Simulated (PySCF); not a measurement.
## How the method changes the constants of BCl⁺

State: ²Σ⁺ (doublet), unpaired electrons σ ↑. Set-up: B 6-311G(d,p), Cl 6-311G(d,p); no relativity (PySCF 2.14). De refers to B⁺ + Cl in their high-spin ground configurations, without counterpoise correction. The functionals are run spin-unrestricted. A positive dipole points towards Cl; it is taken about the centre of mass and depends on that origin.

```
      Level  Re (Å)  ωe (cm⁻¹)  De (eV)  μ (D)
        UHF   1.596       1186     2.92  -3.42
    UHF-MP2   1.597       1197     3.83    n/a
UHF-SCS-MP2   1.599       1183     3.51    n/a
   UHF-CCSD   1.601       1169     3.16    n/a
UHF-CCSD(T)   1.605       1155     3.35    n/a
        PBE   1.611       1123     4.36  -2.72
       TPSS   1.611       1118     4.15  -2.79
     r²SCAN   1.603       1154     4.43  -2.86
       PBE0   1.599       1162     4.12  -2.88
       MN15   1.592       1174     3.79  -3.07
     M06-2X   1.597       1165     3.74  -2.95
```

Task: Which functional lies closest to UHF-CCSD(T) in De, which farthest, and by how much do they differ from it?

Result: Closest is M06-2X (-0.8 pm in Re, +0.9 % in ωe, +0.39 eV in De against UHF-CCSD(T) in the same basis), farthest r²SCAN (-0.2 pm in Re, -0.1 % in ωe, +1.08 eV in De). CCSD(T) converges more slowly with the basis than the functionals do and binds too weakly in this one, so the order can change at the basis-set limit.

Task: What does a quarter of exact exchange do here, going from PBE to PBE0?

Result: PBE0 less PBE: -1.2 pm in Re, +3.5 % in ωe, -0.24 eV in De. Exact exchange removes part of the self-interaction that spreads semilocal densities, and in most molecules shortens and stiffens the bond and lowers De; so it does here.

Task: What does the step from GGA to meta-GGA do here, going from PBE to r²SCAN?

Result: r²SCAN less PBE: -0.8 pm in Re, +2.8 % in ωe, +0.07 eV in De. 

Correlated steps freeze 6 core orbitals. For an ion De counts to the pair picked by the measured ionisation energies or electron affinities, which need not be the lowest pair at this level. The state was picked by a PBE0 search and need not be the measured ground state.
